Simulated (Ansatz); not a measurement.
`C/C=C(\F)OC` at its PBE0-D4/def2-TZVP geometry, where that method's forces vanish. Total charge 0; spin multiplicity 1.

```xyz
13

C     0.4626    2.2667   -0.1020
C    -0.2429    1.0044   -0.4565
C    -0.2571   -0.0895    0.2875
F     0.4401   -0.1757    1.4337
O    -0.9805   -1.1811    0.0423
C    -0.2620   -2.4096    0.0563
H     1.1884    2.5421   -0.8730
H     0.9952    2.1745    0.8444
H    -0.2406    3.1007   -0.0149
H    -0.8188    0.9539   -1.3725
H    -0.9789   -3.1823   -0.2136
H     0.1458   -2.6178    1.0471
H     0.5486   -2.3862   -0.6788
```

(1) What forces (eV/Å) does ωB97M-V/def2-TZVPP give on these atoms in Ansatz 0.2.0? (An estimate is asked.)

Results:

(1) Computed: 
```
C1   0.147  0.267  0.058
C2  -0.139 -0.260 -0.074
C3   0.018  0.375 -0.258
F4   0.135 -0.034  0.231
O5  -0.274 -0.084 -0.040
C6   0.143 -0.240  0.009
H7  -0.059 -0.031  0.073
H8  -0.037  0.008 -0.067
H9   0.061 -0.082 -0.001
H10  0.035 -0.007  0.072
H11  0.072  0.065  0.025
H12 -0.035  0.019 -0.088
H13 -0.066  0.003  0.060
```
